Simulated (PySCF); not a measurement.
Species: C3H7N.
Z-matrix (Å and degrees, GFN2-xTB geometry), rows numbered from 1:
```
C 
N   1  1.2490
C   2  1.4324  1  120.61
C   3  1.5267  2  109.48  1  -122.39
H   1  1.0804  2  118.65  3   179.64
H   1  1.0981  2  124.45  3    -0.71
H   3  1.1038  2  112.50  1     0.69
H   3  1.0948  2  106.70  1   119.81
H   4  1.0875  3  110.27  2    65.05
H   4  1.0868  3  110.14  2  -174.81
H   4  1.0863  3  109.75  2   -54.54
```

The computed photoelectron lines, unassigned: C 1s: 290.56 (area 1), 291.42 (area 1), 291.57 (area 1) eV; N 1s: 404.88 eV.

Level of theory: delta-SCF UKS SCAN, pcX-2 on the ionised atom, pcseg-1 elsewhere, spin-free X2C in PySCF 2.14.0. Geometry: GFN2-xTB, one conformer, isolated molecule.

Order the carbon atoms by C 1s binding energy.

290.56 eV: C4 (methyl carbon); 291.42 eV: C3 (sp3 carbon bound to nitrogen); 291.57 eV: C1 (imine carbon). Lowest listed C 1s: C4, bonded to C and 3 H. Highest, 1.01 eV above it: C1, bonded to N (double bond) and 2 H.

Bonded neighbours of each site: C1: N (double bond) and 2 H; N2: C (double bond) and C; C3: N, C and 2 H; C4: C and 3 H.

Which effective nuclear charge Zeff reproduces each element's mean 1s value in the hydrogen-like formula E = 13.606 eV × Zeff²?

C (Z = 6): mean 291.2 eV, Zeff = 4.63, Z − Zeff = 1.37; N (Z = 7): mean 404.9 eV, Zeff = 5.46, Z − Zeff = 1.54. Means run over the listed sites, weighted by atom count.
